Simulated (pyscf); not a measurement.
Structures and frequencies: ωB97X-D3(BJ)/def2-SVP in PySCF.

Q: Estimate the classical barrier height and the reaction energy of H₃C–BiH–CH₃ + methane (CH₄) → H₃C–Bi(CH₃)–CH₃ + hydrogen (H₂) at ωB97M-D3(BJ)/def2-TZVP. The step runs on the singlet surface, breaks Bi–H, C–H and forms Bi–C, H–H; take the separated reactants as zero.

A: ΔE‡ = 79.5 kcal/mol, ΔE = +12.7 kcal/mol. Zero-point energy shifts the barrier by -2.7 kcal/mol. It is a four-centre exchange, with an imaginary mode of 2119i cm⁻¹. At the saddle there is also a short Bi–H contact that neither side keeps. From the product side, CH₃• + H₃C–Bi•–CH₃ + H₂ lies, by one bond made or cut, 11.6 kcal/mol under this saddle at ωB97M-D3(BJ)/def2-TZVP. The same reactants have a lower exit, to H₃C–Bi•–CH₃ + H• + CH₄ (no saddle counted: cutting one bond costs +63.7 kcal/mol at ωB97M-D3(BJ)/def2-TZVP, against +79.5 kcal/mol here). One saddle was located; it need not be the lowest between these sides. Elements past Kr carry the def2 core potentials, without spin-orbit coupling.
